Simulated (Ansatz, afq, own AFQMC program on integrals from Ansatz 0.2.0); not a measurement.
AFQMC on a folder of integrals that Ansatz 0.2.0 wrote.

```yaml
crystal:
  periodic: [false, false, false]
  atoms:
    - {symbol: B, position_ang: [0.000000, 0.000000, 0.668909]}
    - {symbol: O, position_ang: [0.000000, 0.000000, -0.612266]}
    - {symbol: H, position_ang: [0.000000, 1.050271, 1.272063]}
    - {symbol: H, position_ang: [0.000000, -1.050271, 1.272063]}
basis:
  gaussian: {orbitals: cc-pVDZ}
magnetization: {spin_polarized: false, initial_magnetization: 1}
correlation: {method: ccsd_t, electrons: outside_noble_gas, hamiltonian_folder: ham}
```

```sh
$ ansatz run in.yaml --threads 1 --pin off --events-out ev --progress --plain --max-ram 1382MiB
```

afq runs on the folder ham with

```
--method free --trial cisd --walkers 60 --time-step 0.03 --max-blocks 80 --target-error 0.0004 --factor-cut 1e-05 --seed 7054 --times 0,0.21,0.42,0.81,1.2,1.8,2.4,3 --taylor-order 8
```

Times are imaginary, in 1/Eh. The walk had a cap of 1172 s.

afq prints:

```
orbitals 36  electrons 6 5  factors 275 of 344
reference energy -100.70105506 Eh
CCSD correlation -0.27055171 Eh in 13 cycles, weight of the determinant in the CISD state 0.8617
repeat  energy at the last time / Eh  error
    10  -100.977785  0.002027
    20  -100.980052  0.001719
    30  -100.978889  0.001285
    40  -100.978750  0.001083
    50  -100.978601  0.000921
    60  -100.978589  0.000848
    70  -100.978474  0.000847
    80  -100.978761  0.000793
time / (1/Eh)  energy / Eh  error  mean overlap
  0.00  -100.971591  0.000289  1.1602
  0.21  -100.975306  0.000261  1.1667
  0.42  -100.977184  0.000309  1.1659
  0.81  -100.978496  0.000406  1.1735
  1.20  -100.979486  0.000460  1.1676
  1.80  -100.980111  0.000567  1.1741
  2.40  -100.979163  0.000583  1.1931
  3.00  -100.978761  0.000793  1.2172
energy -100.978761 +/- 0.000793 Eh
```

The run passed its tests (error under three times the target), which doesn't prove that it has relaxed.

Against this walk (error 21.6 meV) on the same determinant: CCSD(T) 9.8 meV higher (within the noise), CCSDT(Q) 37.6 meV lower (within the noise). The error is statistical, and a free projection of finite length keeps a remainder of its start.

Cautions: remainder of the start not in the error; error above the target (21.6 against 10.9 meV); higher spins were not checked; raised T1 diagnostic (T1 0.047, weight of the determinant 0.86, largest double 0.06).

The walk took 3.8 min on 1 thread of Intel(R) Xeon(R) 6975P-C (Granite Rapids) (shared host). The log's last line is the free-projection energy.

CCSDT and higher add their correlation energy to the determinant of the CCSD(T) run, since their own runs factorise the integrals more tightly (a shift of under 2 meV). A walk keeps the symmetry of its determinant, which the program's search chose and which needn't be the lowest solution, so a lower state of the same spin and another symmetry isn't excluded.
